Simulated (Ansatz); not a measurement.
Consider the alkene loss: `CCC(C)(C)C` → `CC` + `C=C(C)C`.

Isolated molecules relaxed with PBE0-D4/def2-TZVP in Ansatz; ΔE leaves out vibrations. CCSD(T)/CBS is the MP2 limit (def2-TZVPP, def2-QZVPP) plus CCSD(T) − MP2 in def2-TZVPP, frozen cores. This one scheme is used for every species. Functionals use def2-TZVPP.

```
             level  ΔE (kJ/mol)
           PBE0-D4         98.9
        r2SCAN0-D4         99.8
           ωB97M-V         94.4
            B2PLYP         71.1
     HF/def2-TZVPP         47.6
    MP2/def2-TZVPP        106.1
CCSD(T)/def2-TZVPP         94.6
     MP2/CBS(def2)        106.5
```

(1) What does CCSD(T)/CBS give? (Best estimate.)

Largest T1 diagnostic among the species: 0.010.

Answers

(1) Computed: +95.0 kJ/mol. The listed levels differ from it by 3.9, 4.8, -0.6, -23.9, -47.4, 11.1, -0.4, 11.5 kJ/mol.

From r2SCAN to r2SCAN0 (25 % exact exchange), in def2-TZVPP and without D4, ΔE moves by +8.3 kJ/mol. Leaving LDA and LC-ωPBE aside and taking each functional with its dispersion term where it has one, the values, not all of them listed here, spread over 40.2 kJ/mol, from BLYP-D4 to PBE-QIDH. LDA lies +57.5 kJ/mol from PBE without D4.
